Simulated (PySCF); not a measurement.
# Working out the ionisation energy of Si

Si [Ne] 3s2 3p2 (3P) → Si⁺ [Ne] 3s2 3p1 (2P). Calculation: PySCF 2.14, in aug-cc-pwCVDZ (6s5p3d, 36 functions); no relativity, point nucleus. Frozen: [Ne]. Energies in hartree (1 hartree = 27.21139 eV):

```tsv
part	Si (lower)	Si⁺ (upper)
UHF	-288.851177	-288.570061
CCSD correlation	-0.067419	-0.054528
(T)	-0.001374	-0.000730
```

Task: What does Hartree-Fock give?

Result: (-288.570061) − (-288.851177) = 0.281116 hartree = 7.650 eV.

Task: What do CCSD and CCSD(T) give?

Result: The CCSD correlation energies differ by 0.012891 hartree = 0.351 eV and the triples by 0.000644 hartree = 0.018 eV, so CCSD gives 8.001 eV and CCSD(T) 8.019 eV.

Measured between the centres of the two terms (NIST): 8.157 eV, so CCSD(T) (valence) is off by -0.138 eV.

A double-zeta basis recovers only part of the correlation energy.

What remains against the reference includes basis incompleteness, the frozen core and higher excitations.
